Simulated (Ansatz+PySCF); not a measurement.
Results of a calculation; reference values are marked as such.
## Ansatz (development build ahead of 0.2.0) run

```yaml
crystal:
  periodic: [false, false, false]
  atoms:
    - { symbol: S, position_ang: [0.0, 0.0, -0.40103] }
    - { symbol: O, position_ang: [0.0, 1.35047, 0.40103] }
    - { symbol: O, position_ang: [0.0, -1.35047, 0.40103] }
basis:
  gaussian: { orbitals: def2-SVP }
hamiltonian:
  xc: hf
scf:
  omitted_lower_state_checks: [stability, starts, atomic_configurations, cluster_reference, orbital_swaps, given_window_search, neighbouring_geometries, increment]
```

The input is written out in the form of the current development build from the run's settings.

Results

```json
{
  "Converged": "yes",
  "Total energy": "-546.87002 hartree",
  "Spin squared of the determinant": "0.000",
  "Occupied orbitals by symmetry in an Abelian subgroup (alpha; beta)": "8 A1 1 A2 2 B1 5 B2; 8 A1 1 A2 2 B1 5 B2"
}
```

Caution: an unrestricted determinant lies well below.
